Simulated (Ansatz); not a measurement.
The end point of a relaxation of GaN. Space group P6₃mc (No. 186), wurtzite type. These are PBE (plane waves to 420 eV, PAW, scalar-relativistic; Ansatz, a quantum-chemistry and plane-wave program) values and carry that method's errors.

```cif
data_Ga2N2
_chemical_formula_sum 'Ga2 N2'
_space_group_name_H-M_alt 'P 1'
_space_group_IT_number 1
_cell_length_a 3.21862
_cell_length_b 3.21862
_cell_length_c 5.24340
_cell_angle_alpha 90.000
_cell_angle_beta 90.000
_cell_angle_gamma 120.000
loop_
_space_group_symop_operation_xyz
  'x, y, z'
loop_
_atom_site_label
_atom_site_type_symbol
_atom_site_fract_x
_atom_site_fract_y
_atom_site_fract_z
_atom_site_occupancy
Ga1 Ga 0.66667 0.33333 0.00097 1
Ga2 Ga 0.33333 0.66667 0.50097 1
N1 N 0.66667 0.33333 0.62423 1
N2 N 0.33333 0.66667 0.12423 1
```

- Volume per atom = 11.76 Å³
- Density = 5.91 g/cm³
- Band gap = 1.71 eV, direct at Γ (no spin-orbit coupling)
- Shortest distances = Ga–N 1.97 Å; Ga–Ga 3.21 Å; N–N 3.21 Å
- k-mesh = 12×12×6

Band energies at high-symmetry points (eV from the VBM; labels of this space group; no spin-orbit coupling), from −5 eV up to 5.7 eV:

```tsv
point	energies
Γ	-1.00 -1.00 -0.04 0.00 0.00 1.71 4.07
M	-4.06 -2.64 -2.11 -0.96 4.98 5.37
K	-2.87 -2.87 -2.62 5.18
A	-3.79 -3.79 -0.51 -0.51 -0.51 -0.51 4.06 4.06
L	-1.87 -1.87 -1.83 -1.83 4.31 4.31
H	-4.03 -4.03 -1.42 -1.42
```

No spin polarisation in the result.

Measured for GaN: a 3.189 Å (room temperature; as listed in M J Lucero, T M Henderson, G E Scuseria, Journal of Physics Condensed Matter (2012)); c 5.185 Å (room temperature; as listed in M J Lucero, T M Henderson, G E Scuseria, Journal of Physics Condensed Matter (2012)); gap 3.68 eV (static lattice; corrected from measurement; as listed in Wei Chen et al., Physical Review Materials (2018)). Computed minus measured — a: PBE +0.9 %; c: PBE +1.1 %; gap: PBE -1.97 eV. The computed values are for a static lattice, and a measured gap can be an optical one, lowered by exciton binding.

The run could not lose the symmetry of its start.
